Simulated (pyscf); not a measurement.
`[NH2][Al]` [singlet] + `[H][H]` → `[NH2][AlH2]`, an insertion (singlet surface; H–H broken, Al–H, Al–H formed). Optimised with ωB97X-D3(BJ)/def2-SVP in PySCF. Energies in kcal/mol from the separated reactants.

Small-basis levels: PySCF, no dispersion term, spherical d functions. AM1 to PM7: differences of heats of formation from MOPAC, which are fitted to 298 K values and so differ in kind from electronic energies by zero-point and thermal terms. GFN2-xTB: tblite. 

```csv
level,barrier,reaction energy
HF/3-21G,72.8,-20.5
MP2/6-31G*,62.1,-22.9
PBE/6-31G*,(withheld),-23.8
B3LYP/STO-3G,65.1,-57.4
B3LYP/3-21G,(withheld),-21.1
B3LYP/LANL2DZ,55.1,-20.9
B3LYP/6-31G*,52.3,-24.3
B3LYP/6-311+G**,51.1,-23.5
PBE/def2-SVP,40.3,-26.8
GFN2-xTB,26.0,-62.7
PM3,53.0,+40.1
PM6,107.8,+51.1
ωB97M-D3(BJ)/def2-TZVP,(withheld),-24.9
```

Complete the blanks.


- PBE/6-31G*, barrier: 45.4
- B3LYP/3-21G, barrier: 54.5
- ωB97M-D3(BJ)/def2-TZVP, barrier: 53.3

Against the last row the barrier runs from -27.3 (GFN2-xTB) to +54.5 kcal/mol (PM6). ωB97M-D3(BJ)/def2-TZVP has limits of its own. The same reactants have a lower exit, to AlH [singlet] + NH₃ (barrier +31.8 kcal/mol at ωB97M-D3(BJ)/def2-TZVP, against +53.3 kcal/mol here). This is the saddle that the search found; another between the same sides may lie lower. A restricted solution here is unstable towards spin polarisation, so biradical character is likely and single-reference numbers are less safe.
